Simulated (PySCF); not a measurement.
## Basis-set dependence of NaCl at CCSD(T)

PySCF, RHF reference; singlet, unpaired electrons none; De to Na + Cl without counterpoise correction. Frozen cores follow the default of each basis and core potential.

| basis | relativity | functions | Re (Å) | ωe (cm⁻¹) | De (eV) | frozen orbitals |
| --- | --- | --- | --- | --- | --- | --- |
| def2-SVP | no relativity | 33 | 2.355 | 385 | 3.69 | 6 |
| 6-31G(d,p) | no relativity | 36 | 2.394 | 366 | 3.73 | 6 |
| def2-SVPD | no relativity | 45 | 2.419 | 346 | 4.09 | 6 |
| 6-311G(d,p) | no relativity | 52 | 2.382 | 367 | 3.83 | 6 |
| aug-cc-pVDZ/aug-cc-pV(D+d)Z | no relativity | 59 | 2.411 | 341 | 4.01 | 6 |
| def2-TZVPP | no relativity | 74 | 2.360 | 365 | 4.00 | 6 |

(1) How does each smaller set differ from the one with most functions, def2-TZVPP?

Correlated steps freeze 6 core orbitals. Correlated levels converge slowly with the basis: in double zeta they bind strong bonds too weakly, by up to about 1 eV, and carry superposition errors of some tenths. Where the molecule has an RHF reference, its open-shell atoms are computed with UHF.

## Answers

(1) def2-SVP: -0.5 pm, +5.5 % in ωe, -0.31 eV in De; 6-31G(d,p): +3.4 pm, +0.3 % in ωe, -0.27 eV in De; def2-SVPD: +5.9 pm, -5.2 % in ωe, +0.09 eV in De; 6-311G(d,p): +2.2 pm, +0.5 % in ωe, -0.17 eV in De; aug-cc-pVDZ/aug-cc-pV(D+d)Z: +5.1 pm, -6.6 % in ωe, +0.01 eV in De. All at CCSD(T); the set with most functions is neither the basis-set limit nor always the best.
